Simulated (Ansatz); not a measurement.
Ansatz (a quantum-chemistry and plane-wave program) input (PBE/cc-pVTZ):

Ansatz 0.2 input:
```yaml
crystal:
  periodic: [false, false, false]
  atoms:
    - {symbol: C, position_ang: [-0.00000000, -0.00000000, -0.63014053]}
    - {symbol: N, position_ang: [0.00000000, 0.00000000, 0.54012046]}
basis:
  gaussian:
    orbitals: cc-pVTZ
hamiltonian:
  xc: {name: PBE}
total_charge: -1
accuracy: high
magnetization: {spin_polarized: false}
```

Output:

```
Functional definition: PBE
integrals: 0.03 GiB planned
858 factors; integrals over basis functions are off by at most 3.1e-9 eV
mean field: 0.11 GiB planned
mean field evaluation 1: about -2523.5104 eV, gradient 1.8e1 eV
mean field evaluation 2: about -2519.3435 eV, gradient 4.7e1 eV
mean field evaluation 4: about -2524.2216 eV, gradient 1.3e0 eV
mean field evaluation 8: about -2524.2245 eV, gradient 3.4e-3 eV
mean field evaluation 16: about -2524.2245 eV, gradient 5.4e-8 eV
mean field -2524.22446443 eV, -92.7635380872 hartree, gradient 1.8e-8 eV, S^2 0.000000; 0 other end points of the search recorded, 0 dependent functions left out
reference -2524.22446617 eV, -92.7635381509 hartree; 7, 7 occupied and 53, 53 virtual orbitals, 858 factors
Total energy: -2524.22446617 eV, -92.7635381509 hartree
```
